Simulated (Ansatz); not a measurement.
# BFH3N: the cost of one run

Program: Ansatz 0.2.0. Level of theory: RKS PBE0-D4/def2-SVP. These are calculated values, not measurements.

1 further run of the same task is left out (it didn't finish).

**1. The system as given**

Bond lengths: B1–F2 1.520 Å, B1–N4 1.550 Å, N4–H5 1.060 Å, N4–H6 1.060 Å. Angles: F2–B1–N4 155.3°, B1–N4–H5 120.0°, B1–N4–H6 120.0°, H5–N4–H6 120.0°.

Structure file:

```xyz
6

B     0.0000    0.0000    0.0000
F     0.8785    0.0000    1.2404
H     1.3883    0.0000    0.0683
N    -1.3423    0.0000   -0.7750
H    -2.0112   -0.8164   -0.6764
H    -1.5914    0.8164   -1.4036
```

**2. Pulling towards end A**

Springs on the bonds that form and break draw the guess towards this end; the thresholds are loose.

input.yaml reads:

```yaml
crystal:
  periodic: [false, false, false]
  atoms:
    - { symbol: B, position_ang: [0.0, 0.0, 0.0] }
    - { symbol: F, position_ang: [0.8785, 0.0, 1.2404] }
    - { symbol: H, position_ang: [1.3883, 0.0, 0.0683] }
    - { symbol: "N", position_ang: [-1.3423, 0.0, -0.775] }
    - { symbol: H, position_ang: [-2.0112, -0.8164, -0.6764] }
    - { symbol: H, position_ang: [-1.5914, 0.8164, -1.4036] }
basis:
  gaussian: { orbitals: def2-SVP }
hamiltonian:
  xc: pbe0
  dispersion: d4
relax:
  f_tol: 0.15
  max_steps: 25
  restrain:
    - { distance: [1, 2], at: 2.12, k: 30.0 }
    - { distance: [0, 1], at: 1.32, k: 30.0 }
    - { distance: [0, 2], at: 1.19, k: 30.0 }
output:
  orbitals: {}
```

The run is started by

```bash
> ansatz run input.yaml --threads 1 --pin off --max-ram 2048MiB --backend cpu --events-out ev --progress --plain --runs-dir out
```

Q: Estimate wall time and peak memory on 1 thread of Arm Neoverse V1, shared host.

About 15 s, with a peak of 0.12 GiB.
